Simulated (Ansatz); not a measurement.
Ansatz (a program for electronic structure) input (B3LYP/3-21G): The .json file is the Basis Set Exchange's 3-21G.

Ansatz 0.2 input:
```yaml
crystal:
  periodic: [false, false, false]
  atoms:
    - {symbol: C, position_ang: [1.27969120, 0.01799503, 0.11674447]}
    - {symbol: C, position_ang: [-0.04641183, 0.35484800, -0.12605693]}
    - {symbol: H, position_ang: [1.56535525, -0.96544945, 0.48118818]}
    - {symbol: H, position_ang: [2.07649718, 0.73303796, -0.05175505]}
    - {symbol: H, position_ang: [-0.18059473, 1.38076163, -0.49050458]}
    - {symbol: C, position_ang: [-1.23602420, -0.35185707, 0.00185736]}
    - {symbol: H, position_ang: [-1.25850655, -1.38060421, 0.35222871]}
    - {symbol: H, position_ang: [-2.18628219, 0.10633833, -0.24642669]}
basis:
  gaussian:
    orbitals: 3-21G.json
hamiltonian:
  xc: {name: B3LYP}
total_charge: -1
output: {forces: true}
```

Output:

```
WARN ansatz: RAYON_NUM_THREADS=1 ignored (pool sized by the plan → 1); use --threads N
Functional definition: B3LYP
integrals: 0.01 GiB planned
488 factors; integrals over basis functions are off by at most 1.1e-3 eV
mean field: 0.09 GiB planned
mean field evaluation 1: about -3170.9748 eV, gradient 2.8e1 eV
mean field evaluation 2: about -3170.7976 eV, gradient 2.9e1 eV
mean field evaluation 4: about -3172.8198 eV, gradient 8.6e-1 eV
mean field evaluation 8: about -3172.7834 eV, gradient 1.4e-3 eV
mean field -3172.78341313 eV, -116.5976398426 hartree, gradient 3.9e-5 eV, S^2 0.000000; 0 other end points of the search recorded, 0 dependent functions left out
the calculation of the forces begins
reference -3172.78356626 eV, -116.5976454700 hartree; 12, 12 occupied and 25, 25 virtual orbitals, 488 factors
Total energy: -3172.78356626 eV, -116.5976454700 hartree
Atom 0 at     1.279691     0.017995     0.116744 Å, force     0.078221    -0.016799     0.013270 eV/Å
Atom 1 at    -0.046412     0.354848    -0.126057 Å, force     0.010593    -0.080990     0.028771 eV/Å
Atom 2 at     1.565355    -0.965449     0.481188 Å, force     0.034658    -0.078674     0.030289 eV/Å
Atom 3 at     2.076497     0.733038    -0.051755 Å, force     0.149079     0.083129    -0.014168 eV/Å
Atom 4 at    -0.180595     1.380762    -0.490505 Å, force    -0.023645     0.180784    -0.064222 eV/Å
Atom 5 at    -1.236024    -0.351857     0.001857 Å, force    -0.070958    -0.038731     0.006457 eV/Å
Atom 6 at    -1.258507    -1.380604     0.352229 Å, force    -0.013159    -0.085704     0.028105 eV/Å
Atom 7 at    -2.186282     0.106338    -0.246427 Å, force    -0.164790     0.036985    -0.028502 eV/Å
Dipole moment:    -0.017015     0.130089    -0.046213 e Å
```

The dipole moment of an ion depends on the origin.
